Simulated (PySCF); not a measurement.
Cl2.

```xyz
2

Cl     0.0000     0.0000    -0.9901
Cl     0.0000     0.0000     0.9901
```
Charge 0, spin multiplicity 1.

Geometry optimised at PBE0-D3(BJ)/def2-TZVPD.

Method: B3LYP/pcSseg-2 (PySCF). Non-relativistic, no solvent.

Task: Give the absolute GIAO shielding of each atom: isotropic value and principal components (ppm). (The exact figures need the calculation; the answer reports its results.)

Result: 
```json
[
 {"atom": "Cl1", "σ(iso)": "623.3", "σ11": "356.9", "σ22": "356.9", "σ33": "1155.9", "span": "799.0"},
 {"atom": "Cl2", "σ(iso)": "623.3", "σ11": "356.9", "σ22": "356.9", "σ33": "1155.9", "span": "799.0"}
]
```
